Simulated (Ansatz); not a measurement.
**BS+ (triplet): from Hartree-Fock to the top rungs at distance B1–S2 = 1.509 Å, cc-pVTZ**

How much of the correlation energy of BS+ (triplet) does each wave-function method recover here?

Program: Ansatz 0.2.0, Gaussian basis. Level of theory: cc-pVTZ, core rule «outside noble gas», up to 6 orbitals frozen. These are calculated values, not measurements.

The runs, in order: UHF; CCSD(T) on ROHF; CCSD(T) on UHF; BCCD(T) on ROHF; CISD; CCSDT(Q) on ROHF; CCSDT(Q) on UHF; CASSCF and MRCISD+Q, 4 electrons in 4 orbitals; CASSCF and NEVPT2, 4 electrons in 4 orbitals; CASSCF and MRCISD+Q, 8 electrons in 8 orbitals; CASSCF and NEVPT2, 8 electrons in 8 orbitals.

13 further runs of the same task are left out: 1 for a mislabelled method, 10 that didn't finish, 2 set aside as unsound or not needed.

### Step 1. The system

The geometry derives from a PBE0/def2-TZVP stationary point (not a proven minimum). One bond is set to the value named and the two fragments are kept rigid.

2 atoms, charge 1, spin multiplicity 3.

Atoms are counted from 1 here; the program's logs count them from 0.

Bond lengths: B1–S2 1.509 Å.

### Step 2. UHF

in.yaml reads:

```yaml
crystal:
  periodic: [false, false, false]
  atoms:
    - {symbol: B, position_ang: [0.000000, 0.000000, 0.000000]}
    - {symbol: S, position_ang: [0.000000, 0.000000, 1.509000]}
basis:
  gaussian: {orbitals: cc-pVTZ}
total_charge: 1
magnetization: {spin_polarized: true, initial_magnetization: 2}
hamiltonian: {xc: hf}
output: {orbitals: {seedname: orbitals}}
```

Launch:

```
$ ansatz run in.yaml --threads 1 --pin off --events-out ev --progress --plain --max-ram 2393MiB
```

The runs that follow: CCSD(T) on ROHF; CCSD(T) on UHF; BCCD(T) on ROHF; CISD; CCSDT(Q) on ROHF; CCSDT(Q) on UHF; CASSCF and MRCISD+Q, 4 electrons in 4 orbitals; CASSCF and NEVPT2, 4 electrons in 4 orbitals; CASSCF and MRCISD+Q, 8 electrons in 8 orbitals; CASSCF and NEVPT2, 8 electrons in 8 orbitals.

**Question.** What will the summary of the whole plan be? Wanted: UCCSDT(Q) below the RHF energy; RMP2 from UCCSDT(Q); UMP2 from UCCSDT(Q); RCCSD from UCCSDT(Q); RCCSD(T) from UCCSDT(Q); UCCSD(T) from UCCSDT(Q); RCCSDT(Q) from UCCSDT(Q); NEVPT2 pair from UCCSDT(Q); MRCISD+Q pair from UCCSDT(Q).

The runs gave:

| quantity | value |
| --- | --- |
| UCCSDT(Q) below the RHF energy | -5.9371 eV |
| RMP2 from UCCSDT(Q) | +1005.2 meV |
| UMP2 from UCCSDT(Q) | +1031.8 meV |
| RCCSD from UCCSDT(Q) | +320.1 meV |
| RCCSD(T) from UCCSDT(Q) | +49.9 meV |
| UCCSD(T) from UCCSDT(Q) | +50.4 meV |
| RCCSDT(Q) from UCCSDT(Q) | +1.8 meV |
| NEVPT2 pair from UCCSDT(Q) | +981.7 meV |
| MRCISD+Q pair from UCCSDT(Q) | +90.9 meV |
| NEVPT2 valence from UCCSDT(Q) | +884.3 meV |
| levels within 1 kcal/mol (43 meV) | RCCSDT, UCCSDT, RCCSDT(Q), MRCISD+Q valence |
| T1 diagnostic | 0.022 |
| effectively unpaired electrons | 2.02 |

**Reading.** RCCSD(T) misses by +49.9 meV, 0.8 % of the correlation energy. One determinant dominates. Of the multireference levels listed MRCISD+Q valence comes nearest in total energy (+31.3 meV), which doesn't show that its space is the better one. These misses are within one basis, not against nature; the frozen cores of restricted and unrestricted runs differ, which can shift their rows.
